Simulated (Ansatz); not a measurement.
Rock-salt MgSe: PBE at its full settings (plane-wave cutoff 520 eV, 10×10×10 k mesh, Fermi–Dirac smearing 0.01 eV, scalar-relativistic PAW data made under PBE) and at cheaper ones, in a cell of 2 atoms with Γ-centred meshes.

| level and setting | lattice constant a (Å) | bulk modulus (GPa) |
|---|---|---|
| PBE (Ansatz) | 5.508 | 60.6 |
| PBE (2×2×2 k mesh) (Ansatz) | 5.693 | 51.4 |
| PBE (4×4×4 k mesh) (Ansatz) | 5.520 | 60.3 |
| PBE (6×6×6 k mesh) (Ansatz) | 5.509 | 60.6 |
| PBE (Fermi-Dirac smearing of 0.3 eV) (Ansatz) | 5.510 | 60.2 |

Largest shifts from the full settings: lattice constant a +3.36 % (PBE (2×2×2 k mesh)), against a difference of +0.88 % of the full result from the reference 5.46 Å (measured, room temperature, not corrected to a static lattice; as tabulated in Lucero et al. (2012), arXiv:1111.4515); bulk modulus -15.2 % (PBE (2×2×2 k mesh)).

Ansatz's density-functional and Hartree–Fock values are scalar-relativistic unless marked +SOC, with PAW data made under PBE.

Run with cheap settings on purpose, which may leave them unconverged: PBE (2×2×2 k mesh), PBE (4×4×4 k mesh), PBE (6×6×6 k mesh), PBE (Fermi-Dirac smearing of 0.3 eV).

Ansatz is a first-principles code.
